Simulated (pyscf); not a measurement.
Structures and frequencies: ωB97X-D3(BJ)/def2-SVP in PySCF.

### Question
For the elementary gas-phase step hydrogen (H₂) + •O–OH -> hydrogen peroxide (HO–OH) + H atom (H•) (doublet surface; H–H broken, H–O formed), what barrier and reaction energy does B3LYP-D3(BJ)/def2-TZVP give, measured from the separated reactants?

### Answer
ΔE‡ = 95.7 kJ/mol, ΔE = +91.8 kJ/mol. ωB97M-D3(BJ)/def2-TZVP gives 106.6 kJ/mol and +76.3 kJ/mol. Zero-point energy shifts the barrier by -0.6 kJ/mol. It is a hydrogen abstraction, with an imaginary mode of 1809i cm⁻¹. This is the saddle that the search found; another between the same sides may lie lower. The angle at the transferred H is 173°.
